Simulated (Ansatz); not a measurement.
A run of Ansatz (development build ahead of 0.2.0) on singlet C₂H₆ at this shape:

```yaml
atoms:
  - { symbol: C, position_ang: [-0.0196, 0.0316, 0.7382] }
  - { symbol: C, position_ang: [0.0035, -0.0177, -0.7592] }
  - { symbol: H, position_ang: [1.0220, 0.0065, 1.1579] }
  - { symbol: H, position_ang: [-0.5211, 0.8818, 1.1733] }
  - { symbol: H, position_ang: [-0.5085, -0.9014, 1.1834] }
  - { symbol: H, position_ang: [0.4834, 0.8677, -1.1478] }
  - { symbol: H, position_ang: [-0.9843, 0.0241, -1.1721] }
  - { symbol: H, position_ang: [0.5245, -0.8925, -1.1738] }
```

Its results:

```json
{"Converged": "yes", "Reference energy": "-79.23042 hartree", "Correlation energy": "-0.30263 hartree", "Total energy": "-79.53306 hartree", "Spin squared of the determinant": "0.000"}
```

(1) Which input gives this output? Name the method, the orbitals and the basis set, and write the input.

Answers

(1) RHF-MP2 in cc-pVDZ. An unrestricted run that stays on the closed shell gives the same numbers.

```yaml
crystal:
  periodic: [false, false, false]
  atoms:
    - { symbol: C, position_ang: [-0.01957, 0.03162, 0.73818] }
    - { symbol: C, position_ang: [0.00353, -0.01772, -0.75916] }
    - { symbol: H, position_ang: [1.02203, 0.00651, 1.15788] }
    - { symbol: H, position_ang: [-0.52113, 0.88179, 1.17335] }
    - { symbol: H, position_ang: [-0.50846, -0.90141, 1.18339] }
    - { symbol: H, position_ang: [0.4834, 0.86767, -1.14775] }
    - { symbol: H, position_ang: [-0.98428, 0.02408, -1.1721] }
    - { symbol: H, position_ang: [0.52447, -0.89254, -1.17379] }
basis:
  gaussian: { orbitals: cc-pVDZ }
hamiltonian:
  xc: hf
correlation:
  method: mp2
  frozen_orbitals: { C: 1, H: 0 }
```
